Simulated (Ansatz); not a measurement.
Results of the Gaussian-basis code of Ansatz.

A structure relaxed at PBE0-D4/def2-TZVP, charge 0, multiplicity 1:

```
atom    x (Å)    y (Å)    z (Å)
  C1  -0.3141   2.0856  -1.4500
  C2   0.4582   1.2370  -0.4554
  C3  -0.2660  -0.0473  -0.0876
  C4   0.5046  -0.8973   0.9067
  C5  -0.1906  -2.1792   1.3005
 Cl6  -0.3488  -3.3142  -0.0747
  H7  -0.4929   1.5371  -2.3788
  H8   0.2263   3.0006  -1.7026
  H9  -1.2887   2.3757  -1.0472
 H10   0.6521   1.8190   0.4534
 H11   1.4418   0.9877  -0.8701
 H12  -0.4549  -0.6326  -0.9933
 H13  -1.2511   0.1961   0.3306
 H14   0.6677  -0.3256   1.8295
 H15   1.4968  -1.1351   0.5093
 H16   0.3628  -2.7152   2.0703
 H17  -1.2034  -1.9924   1.6594
```

(1) Give its formula and SMILES.

(2) Point group (tolerance 0.08 Å, 0.16 Å for H)?

(3) Summarise the bond lengths by kind.

## Answers

(1) C5H11Cl, `CCCCCCl`.

(2) C1.

(3) 4 × C–C 1.511 to 1.520 Å; 11 × C–H 1.089 to 1.098 Å; 1 × C–Cl 1.790 Å.
